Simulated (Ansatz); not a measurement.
## H$_{3}$Si–SiH⁺, doublet: the ladder up to UCCSDT(Q)

Geometry: that of the H3Si–SiH, triplet, kept fixed.

```
atom    x (Å)    y (Å)    z (Å)
  Si   0.0000  -0.0423   1.1069
  Si   0.0000   0.0877  -1.2063
   H   1.2091  -0.7474   1.6139
   H   0.0000   1.3526   1.6175
   H  -1.2091  -0.7474   1.6139
   H   0.0000  -1.1242  -2.0764
```

Basis cc-pVDZ; Ansatz 0.2.0. Correlated methods freeze the noble-gas cores, which leaves 11 electrons in 46 orbitals. R marks a restricted (for open shells ROHF) determinant, U an unrestricted one. Active spaces: frontier = (9e, 9o) about the gap.

Full CI isn't at hand for all of this; UCCSDT(Q) serves as the reference, and is uncertain by about the last step of the cluster series. The frozen core follows each run's orbitals, which can shift R against U totals by a few meV.

For open shells CISD is restricted-active-space CI with the open shells as a complete middle space.

```
UHF ⟨S²⟩                          : 0.758
T1 diagnostic (RCCSD)             : 0.0225
largest doubles amplitude (RCCSD) : 0.038
T1 diagnostic (UCCSD)             : 0.0183
```

Question: From what is known of these methods and the diagnostics, rank them by the size of their error in total energy against UCCSDT(Q) in cc-pVDZ, smallest first (an estimate: the text doesn't fix the numbers).
A. RCCSD(T)
B. UHF
C. MRCISD (frontier space)
D. UMP2
E. CISD

Answer: A (0.94 kcal/mol), C (8.56 kcal/mol), E (14.67 kcal/mol), D (31.78 kcal/mol), B (131.73 kcal/mol).

All errors are against UCCSDT(Q) in cc-pVDZ. Within each family the higher level lies nearer, as is usual though not guaranteed.
